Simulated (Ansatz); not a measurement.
# CHO (quartet): from Hartree-Fock to the top rungs, cc-pVTZ

An exercise on one series of results from a longer session: the logs are not shown, and one member is left open.

The runs use Ansatz 0.2.0, Gaussian basis; cc-pVTZ, core rule «outside noble gas», up to 2 orbitals frozen.

Plan: UHF; CCSD(T) on ROHF; CCSD(T) on UHF; BCCD(T) on ROHF; CCSDT(Q) on ROHF; CCSDT(Q) on UHF; CASSCF and MRCISD+Q, 11 electrons in 9 orbitals; CASSCF and NEVPT2, 11 electrons in 9 orbitals.

4 further runs of the same task are left out: 4 set aside as unsound or not needed. Runs told in other sessions of the task aren't counted.

## The system

The geometry is a PBE0/def2-TZVP stationary point (not a proven minimum) of the parent state, kept for this charge and spin.

3 atoms, charge 0, spin multiplicity 4.

Atoms are counted from 1 here; the program's logs count them from 0.

Bond lengths: O1–C2 1.265 Å, O1–H3 0.984 Å. Angles: C2–O1–H3 114.4°.

Set-up of the first run:

in.yaml reads:

```yaml
crystal:
  periodic: [false, false, false]
  atoms:
    - {symbol: O, position_ang: [0.000000, -0.101264, 0.500232]}
    - {symbol: C, position_ang: [0.000000, 0.073612, -0.752550]}
    - {symbol: H, position_ang: [0.000000, 0.730231, 1.027088]}
basis:
  gaussian: {orbitals: cc-pVTZ}
magnetization: {spin_polarized: true, initial_magnetization: 3}
hamiltonian: {xc: hf}
output: {orbitals: {seedname: orbitals}}
```

Started as:

```sh
ansatz run in.yaml --threads 1 --pin off --events-out ev --progress --plain --max-ram 4096MiB --backend cpu
```

Steps of the session up to this table: UHF; CCSD(T) on ROHF; CCSD(T) on UHF; BCCD(T) on ROHF; CCSDT(Q) on ROHF; CCSDT(Q) on UHF; CASSCF and MRCISD+Q, 11 electrons in 9 orbitals; CASSCF and NEVPT2, 11 electrons in 9 orbitals.

One table of the session follows, with a row left open; its other results are not shown here.

It belongs to the step «Misses and costs». 

```
          method  from UCCSDT(Q) (meV)
            ROHF               +9131.3
             UHF               +9024.3
            RMP2                +671.6
            UMP2                +667.3
           RCCSD                     ?
           UCCSD                +319.7
        RCCSD(T)                 +24.3
        UCCSD(T)                 +23.6
         BCCD(T)                 +23.9
          RCCSDT                 +13.7
          UCCSDT                 +12.6
       RCCSDT(Q)                  +3.0
       UCCSDT(Q)                     0
  CASSCF valence               +7484.5
  NEVPT2 valence               +1190.4
  MRCISD valence                +536.8
MRCISD+Q valence                +117.1
```

Estimate the missing values for RCCSD.

The run gave: from UCCSDT(Q) (meV): +322.3. In the column «from UCCSDT(Q) (meV)» it lies between UCCSD (+319.7) and MRCISD valence (+536.8).

Limits of these values: Restricted and unrestricted rows rest on different reference determinants; a gap between their highest levels can come from leftover correlation error, from unlike frozen cores or from another state.
